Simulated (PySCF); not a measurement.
H₃N. Atoms are numbered in the order given.

```xyz
4

N      0.0000     0.0000     0.1179
H     -0.8179    -0.4722    -0.2751
H      0.0000     0.9445    -0.2751
H      0.8179    -0.4722    -0.2751
```

Geometry: PBE-D3(BJ)/def2-TZVPD.

Method: M06-2X/def2-TZVPD in PySCF.

Mulliken values depend strongly on the basis, most of all with diffuse functions as here. ESP charges are fitted to the potential on shells at 1.4 to 2.0 van der Waals radii. Atomic charges (e):

```tsv
atom	Mulliken	ESP fit
N1	-0.81	-0.87
H2	0.27	0.29
H3	0.27	0.29
H4	0.27	0.29
```
